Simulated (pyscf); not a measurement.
Thermochemistry of product channels of O=SiH–OH (SMILES O=[SiH]O) + H• (SMILES [H]) on the doublet surface, in kcal/mol, from ωB97M-D3(BJ)/def2-TZVP energies (ideal gas, 1 atm, RRHO with modes under 100 cm⁻¹ raised to 100, one conformer, R ln 2 for rigid chiral ones). PySCF, gas phase, ωB97X-D3(BJ)/def2-SVP geometries.

| products | ΔE | ΔH(298 K) | ΔG(900 K) | ΔG(1200 K) |
|---|---|---|---|---|
| O (SMILES [O]) [triplet] + •O–SiH₃ (SMILES [O][SiH3]) | … | +114.1 | +108.9 | +107.4 |
| [O–SiH=O]• (SMILES [O][SiH]=O) + H₂ (SMILES [H][H]) | … | +18.7 | +14.5 | … |
| HO–SiH₂• (SMILES O[SiH2]) + O (SMILES [O]) [triplet] | +89.5 | +91.1 | +84.1 | +81.9 |

Task: Fill in the missing entries.

Result: 
- O (SMILES [O]) [triplet] + •O–SiH₃ (SMILES [O][SiH3]), ΔE: +114.4
- [O–SiH=O]• (SMILES [O][SiH]=O) + H₂ (SMILES [H][H]), ΔE: +19.8
- [O–SiH=O]• (SMILES [O][SiH]=O) + H₂ (SMILES [H][H]), ΔG(1200 K): +13.3

These are energies of the channels, which say nothing of barriers. [O–SiH=O]• lies 34.8 kcal/mol over its isomer [O=Si–OH]•, and others may lie lower still (electronic energy, ωB97M-D3(BJ)). Left out: orbital degeneracy and the spin-orbit lowering of O. The orbital near-degeneracy of the XH₃O or XH₃S radical is left out.
